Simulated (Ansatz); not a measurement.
# SiH3S radical (SMILES [SiH3][S]): functionals against CCSD(T) at one geometry

One table from this session's results is given with a row withheld; the runs are named, their logs left out.

Program: Ansatz 0.2.0, Gaussian basis. Level of theory: single points in def2-TZVPP. These are calculated values, not measurements.

Correlated methods freeze the cores. Orbitals are unrestricted.

## The starting structure

5 atoms, charge 0, spin multiplicity 2.

Atoms are counted from 1 here; the program's logs count them from 0.

Bond lengths: Si1–S2 2.241 Å, Si1–H3 1.461 Å, Si1–H4 1.591 Å, Si1–H5 1.548 Å. Angles: S2–Si1–H3 107.1°, S2–Si1–H4 98.9°, S2–Si1–H5 103.7°, H3–Si1–H4 113.7°, H3–Si1–H5 116.5°, H4–Si1–H5 114.4°.

Coordinates:

```
atom    x (Å)    y (Å)    z (Å)
 Si1  -0.2051   0.0432   0.0173
  S2   1.9869  -0.3508   0.2642
  H3  -0.8965  -0.7102   1.0604
  H4  -0.3991  -0.5587  -1.4426
  H5  -0.3118   1.5855   0.0922
```

The first run:

The input, run/in.yaml:

```yaml
crystal:
  periodic: [false, false, false]
  atoms:
    - {symbol: Si, position_ang: [-0.205100, 0.043200, 0.017300]}
    - {symbol: S, position_ang: [1.986900, -0.350800, 0.264200]}
    - {symbol: H, position_ang: [-0.896500, -0.710200, 1.060400]}
    - {symbol: H, position_ang: [-0.399100, -0.558700, -1.442600]}
    - {symbol: H, position_ang: [-0.311800, 1.585500, 0.092200]}
basis:
  gaussian: {orbitals: def2-TZVPP}
magnetization: {spin_polarized: true, initial_magnetization: 1}
correlation: {method: ccsd_t}
scf: {omitted_lower_state_checks: [cluster_reference]}
output: {forces: true}
```

No record of the launch command was kept for these runs.

Among the steps run: CCSD(T)/def2-TZVPP; PBE0-D4/def2-TZVPP; wB97M-V/def2-TZVPP; r2SCAN-D4/def2-TZVPP; PBE-D4/def2-TZVPP; BHLYP-D4/def2-TZVPP; LC-wPBE/def2-TZVPP.

One of the session's tables, all rows but one given; the rest of the session is left out.

```
   method  RMS force component (eV/Å)  angle to CCSD(T) forces (°)  dipole (D)
  CCSD(T)                       0.878                    reference        1.79
  PBE0-D4                           ?                            ?           ?
  wB97M-V                       0.911                          3.2        1.84
r2SCAN-D4                       0.886                          5.2        1.85
   PBE-D4                       0.827                          9.5        1.79
 BHLYP-D4                       0.936                          4.1        1.92
  LC-wPBE                       0.964                          4.9        1.91
```

Q: Estimate the row for PBE0-D4 from the others.

As computed: RMS force component (eV/Å): 0.892; angle to CCSD(T) forces (°): 5.2; dipole (D): 1.84. In the column «RMS force component (eV/Å)» it lies between r2SCAN-D4 (0.886) and wB97M-V (0.911).
